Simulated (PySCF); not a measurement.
CH₄O, SMILES OC (connectivity only; charge and spin as stated), charge +1, multiplicity 2. Atoms are numbered in the order given.

```xyz
6

C     -0.0676    -0.6349     0.0000
O      0.1315     0.7051     0.0000
H      0.5763    -1.0473     0.8274
H      0.5763    -1.0473    -0.8274
H     -1.1007    -0.9733     0.0000
H     -0.6985     1.2366     0.0000
```
Charge +1, spin multiplicity 2.

Geometry optimised at ωB97X-D3(BJ)/def2-TZVP. The multiplicity is an assumed one; other spin states were not compared.

Method: B3LYP/def2-TZVPD in PySCF.

Mulliken values depend strongly on the basis, most of all with diffuse functions as here. ESP charges are fitted to the potential on shells at 1.4 to 2.0 van der Waals radii. Atomic charges (e):

| atom | ESP fit | Mulliken | meta-Löwdin | Mulliken spin |
|---|---|---|---|---|
| C1 | -0.13 | -0.34 | -0.06 | 0.09 |
| O2 | -0.11 | -0.12 | -0.08 | 0.65 |
| H3 | 0.28 | 0.34 | 0.26 | 0.14 |
| H4 | 0.28 | 0.34 | 0.26 | 0.14 |
| H5 | 0.20 | 0.35 | 0.19 | -0.01 |
| H6 | 0.49 | 0.43 | 0.43 | -0.02 |
